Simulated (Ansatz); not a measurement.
The input, for Ansatz 0.2.0:

```yaml
crystal:
  periodic: [false, false, false]
  atoms:
    - {symbol: Al, position_ang: [0.000000, 0.000000, 0.000000]}
    - {symbol: C, position_ang: [0.000000, 0.000000, 1.966767]}
basis:
  gaussian: {orbitals: cc-pVDZ}
magnetization: {spin_polarized: true, initial_magnetization: 5}
correlation: {method: ccsdt, electrons: all}
```

```sh
$ ansatz run in.yaml --threads 1 --pin off --events-out ev --progress --plain --max-ram 2393MiB
```

The program prints:

```
577 factors; integrals over basis functions are off by at most 1.4e-7 eV
mean field evaluation 1: about -7606.4205 eV, gradient 8.0e0 eV
mean field evaluation 2: about -7606.4250 eV, gradient 8.0e0 eV
mean field evaluation 4: about -7607.2910 eV, gradient 1.3e0 eV
mean field evaluation 8: about -7607.3362 eV, gradient 1.9e-3 eV
mean field evaluation 16: about -7607.3310 eV, gradient 1.8e-1 eV
mean field evaluation 32: about -7607.3388 eV, gradient 7.9e-2 eV
mean field evaluation 64: about -7604.0284 eV, gradient 1.2e0 eV
mean field -7607.33618222 eV, -279.5644482588 hartree, gradient 2.6e-6 eV, S^2 8.755280; 3 other end points of the search recorded, 0 dependent functions left out
determinant -7607.33618222 eV, -279.5644482588 hartree, with singles and doubles -7610.11621283 eV, -279.6666124995 hartree
determinant -7604.06460345 eV, -279.4442199567 hartree, with singles and doubles -7607.15830299 eV, -279.5579113177 hartree
reference -7607.33618222 eV, -279.5644482588 hartree; 12, 7 occupied and 20, 25 virtual orbitals, 577 factors
second order -2.22807967 eV of doubles, -0.00000000 eV of singles
cycle   1  -2.60065513 eV  change   -3.7e-1 eV  update   5.8e-2
cycle   2  -2.81208475 eV  change   -2.1e-1 eV  update   3.0e-2
cycle   3  -2.86393605 eV  change   -5.2e-2 eV  update   1.7e-2
cycle   4  -2.87100967 eV  change   -7.1e-3 eV  update   8.3e-3
cycle   5  -2.87216522 eV  change   -1.2e-3 eV  update   3.2e-3
cycle   6  -2.87236840 eV  change   -2.0e-4 eV  update   1.6e-3
cycle   7  -2.87296432 eV  change   -6.0e-4 eV  update   5.8e-4
cycle   8  -2.87315865 eV  change   -1.9e-4 eV  update   2.1e-4
cycle   9  -2.87298401 eV  change    1.7e-4 eV  update   7.6e-5
cycle  10  -2.87295563 eV  change    2.8e-5 eV  update   2.4e-5
cycle  11  -2.87297176 eV  change   -1.6e-5 eV  update   9.6e-6
cycle  12  -2.87297560 eV  change   -3.8e-6 eV  update   4.4e-6
cycle  13  -2.87297665 eV  change   -1.0e-6 eV  update   1.7e-6
Total energy: -7610.20915887 eV, -279.6700282033 hartree
```

Ran on 1 thread of Arm Neoverse V2, shared host: 11 s wall, 0.26 GiB peak host memory.
